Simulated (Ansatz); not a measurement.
# HP2Si: the cost of one run

The runs use Ansatz 0.2.0, Gaussian basis; cc-pVDZ, all electrons in the functionals, frozen cores in the correlation of double hybrids and RPA.

Plan: wB97M-V, B2PLYP, RPA-PBE, at charge 0, doublet; charge 0, quartet; charge 1, singlet; charge 1, triplet; displaced geometry v1; displaced geometry v2.

13 further runs of the same task are left out: 4 that didn't finish, 9 set aside as unsound or not needed.

## (1) What is computed

The geometry is a PBE0/def2-TZVP stationary point (not a proven minimum).

4 atoms, charge 0, spin multiplicity 2.

Atoms are counted from 1 here; the program's logs count them from 0.

Bond lengths: P1–Si2 2.099 Å, P1–H4 1.429 Å, Si2–P3 2.012 Å. Angles: Si2–P1–H4 87.3°, P1–Si2–P3 175.6°.

No dispersion term is added; wB97M-V holds VV10 nonlocal correlation.

The geometry shown and the zero of energy belong to the point charge 0, doublet. The yardstick, UCCSD(T), and other wave-function levels (R restricted, U unrestricted, valence and pair active spaces) come from earlier runs.

## (2) wB97M-V, charge 0, doublet

The input, in.yaml:

```yaml
crystal:
  periodic: [false, false, false]
  atoms:
    - {symbol: P, position_ang: [-0.000006, -0.410564, 1.546288]}
    - {symbol: Si, position_ang: [0.000029, -0.286152, -0.549294]}
    - {symbol: P, position_ang: [-0.000008, -0.321661, -2.561269]}
    - {symbol: H, position_ang: [-0.000015, 1.018377, 1.564274]}
basis:
  gaussian: {orbitals: cc-pVDZ}
magnetization: {spin_polarized: true, initial_magnetization: 1}
hamiltonian: {xc: {name: wB97M-V}}
output: {orbitals: {seedname: orbitals}}
```

Run with:

```
$ ansatz run in.yaml --threads 1 --pin off --events-out ev --progress --plain --max-ram 2393MiB
```

**Question.** How long does this run take on 1 thread of Arm Neoverse V1, shared host, and how much memory does it need?

About 22 s, with a peak of 0.26 GiB.
